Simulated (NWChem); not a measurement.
The numbers come from NWChem runs, not from measurements. System: CCl4, charge 0, spin multiplicity 1, displaced from the optimised geometry.

Input file:

```
start mol
memory heap 200 mb stack 900 mb global 1100 mb
geometry units angstroms nocenter noautoz
  Cl     1.488691     0.000000     1.052642
  C      0.000000     0.000000    -0.000025
  Cl    -1.488691     0.000000     1.052642
  Cl     0.000000     1.488676    -1.052638
  Cl     0.000000    -1.488676    -1.052638
  symmetry group C2v
end
basis spherical
  * library def2-svp
end
dft
  xc becke88 lyp
  semidirect memsize 60000000 filesize 0
  iterations 100
  convergence nodiis damp 40
end
task dft gradient
```

The output up to the point where the run's verdict is printed (cleaned and shortened):

```
             Northwest Computational Chemistry Package (NWChem) 7.3.0
             --------------------------------------------------------

                                NWChem Input Module
                                -------------------

 Scaling coordinates for geometry "geometry" by  1.889725989
 (inverse scale =  0.529177249)

 Turning off AUTOSYM since
 SYMMETRY directive was detected!

                             Geometry "geometry" -> ""
                             -------------------------

 Output coordinates in angstroms (scale by  1.889725989 to convert to a.u.)

  No.       Tag          Charge          X              Y              Z
 ---- ---------------- ---------- -------------- -------------- --------------
    1 Cl                  17.0000     1.48869100     0.00000000     1.05264200
    2 C                    6.0000     0.00000000     0.00000000    -0.00002500
    3 Cl                  17.0000    -1.48869100     0.00000000     1.05264200
    4 Cl                  17.0000     0.00000000     1.48867600    -1.05263800
    5 Cl                  17.0000     0.00000000    -1.48867600    -1.05263800

 Effective nuclear repulsion energy (a.u.)     426.6087934107

            Nuclear Dipole moment (a.u.)
            ----------------------------
        X                 Y               Z
 ---------------- ---------------- ----------------
     0.0000000000     0.0000000000    -0.0000264562

      Symmetry information
      --------------------

 Group name             C2v
 Group number             16
 Group order               4
 No. of unique centers     3

      Symmetry unique atoms

     1    2    4


 Summary of "ao basis" -> "" (spherical)
 ------------------------------------------------------------------------------
       Tag                 Description            Shells   Functions and Types
 ---------------- ------------------------------  ------  ---------------------
 *                          def2-svp                  on all atoms

                                 NWChem DFT Module
                                 -----------------
[...]
 d= 0,ls=0.5         52  -1859.3411023849  8.22D+00  1.38D-01               8.5
 d= 0,ls=0.5         53  -1867.5652519560 -8.22D+00  1.38D-01               8.7
 d= 0,ls=0.5         54  -1859.3411029274  8.22D+00  1.38D-01               8.8
 d= 0,ls=0.5         55  -1867.5652520976 -8.22D+00  1.38D-01               9.0
 d= 0,ls=0.5         56  -1859.3411030620  8.22D+00  1.38D-01               9.1
 d= 0,ls=0.5         57  -1867.5652521328 -8.22D+00  1.38D-01               9.3
 d= 0,ls=0.5         58  -1859.3411030955  8.22D+00  1.38D-01               9.4
 d= 0,ls=0.5         59  -1867.5652521415 -8.22D+00  1.38D-01               9.5
 d= 0,ls=0.5         60  -1859.3411031038  8.22D+00  1.38D-01               9.7
 d= 0,ls=0.5         61  -1867.5652521437 -8.22D+00  1.38D-01               9.8
 d= 0,ls=0.5         62  -1859.3411031059  8.22D+00  1.38D-01              10.0
 d= 0,ls=0.5         63  -1867.5652521443 -8.22D+00  1.38D-01              10.1
 d= 0,ls=0.5         64  -1859.3411031064  8.22D+00  1.38D-01              10.3
 d= 0,ls=0.5         65  -1867.5652521444 -8.22D+00  1.38D-01              10.6
 d= 0,ls=0.5         66  -1859.3411031065  8.22D+00  1.38D-01              10.8
 d= 0,ls=0.5         67  -1867.5652521444 -8.22D+00  1.38D-01              11.0
 d= 0,ls=0.5         68  -1859.3411031066  8.22D+00  1.38D-01              11.1
 d= 0,ls=0.5         69  -1867.5652521444 -8.22D+00  1.38D-01              11.3
 d= 0,ls=0.5         70  -1859.3411031066  8.22D+00  1.38D-01              11.4
 d= 0,ls=0.5         71  -1867.5652521444 -8.22D+00  1.38D-01              11.6
 d= 0,ls=0.5         72  -1859.3411031066  8.22D+00  1.38D-01              11.7
 d= 0,ls=0.5         73  -1867.5652521444 -8.22D+00  1.38D-01              11.9
 d= 0,ls=0.5         74  -1859.3411031066  8.22D+00  1.38D-01              12.0
 d= 0,ls=0.5         75  -1867.5652521444 -8.22D+00  1.38D-01              12.2
 d= 0,ls=0.5         76  -1859.3411031066  8.22D+00  1.38D-01              12.3
 d= 0,ls=0.5         77  -1867.5652521444 -8.22D+00  1.38D-01              12.4
 d= 0,ls=0.5         78  -1859.3411031066  8.22D+00  1.38D-01              12.6
 d= 0,ls=0.5         79  -1867.5652521444 -8.22D+00  1.38D-01              12.7
 d= 0,ls=0.5         80  -1859.3411031065  8.22D+00  1.38D-01              12.9
 d= 0,ls=0.5         81  -1867.5652521444 -8.22D+00  1.38D-01              13.0
 d= 0,ls=0.5         82  -1859.3411031065  8.22D+00  1.38D-01              13.2
 d= 0,ls=0.5         83  -1867.5652521444 -8.22D+00  1.38D-01              13.3
 d= 0,ls=0.5         84  -1859.3411031066  8.22D+00  1.38D-01              13.4
 d= 0,ls=0.5         85  -1867.5652521444 -8.22D+00  1.38D-01              13.6
 d= 0,ls=0.5         86  -1859.3411031066  8.22D+00  1.38D-01              13.7
 d= 0,ls=0.5         87  -1867.5652521444 -8.22D+00  1.38D-01              13.9
 d= 0,ls=0.5         88  -1859.3411031066  8.22D+00  1.38D-01              14.0
 d= 0,ls=0.5         89  -1867.5652521444 -8.22D+00  1.38D-01              14.1
 d= 0,ls=0.5         90  -1859.3411031066  8.22D+00  1.38D-01              14.3
 d= 0,ls=0.5         91  -1867.5652521444 -8.22D+00  1.38D-01              14.4
 d= 0,ls=0.5         92  -1859.3411031066  8.22D+00  1.38D-01              14.6
 d= 0,ls=0.5         93  -1867.5652521444 -8.22D+00  1.38D-01              14.7
 d= 0,ls=0.5         94  -1859.3411031066  8.22D+00  1.38D-01              14.8
 d= 0,ls=0.5         95  -1867.5652521444 -8.22D+00  1.38D-01              15.0
 d= 0,ls=0.5         96  -1859.3411031066  8.22D+00  1.38D-01              15.1
 d= 0,ls=0.5         97  -1867.5652521444 -8.22D+00  1.38D-01              15.3
 d= 0,ls=0.5         98  -1859.3411031066  8.22D+00  1.38D-01              15.4
 d= 0,ls=0.5         99  -1867.5652521444 -8.22D+00  1.38D-01              15.6
 d= 0,ls=0.5        100  -1859.3411031066  8.22D+00  1.38D-01              15.7
```

The run did not converge; its last values are not results. The next line reads: Calculation failed to converge. NWChem stopped with the message: dft gradient failed.
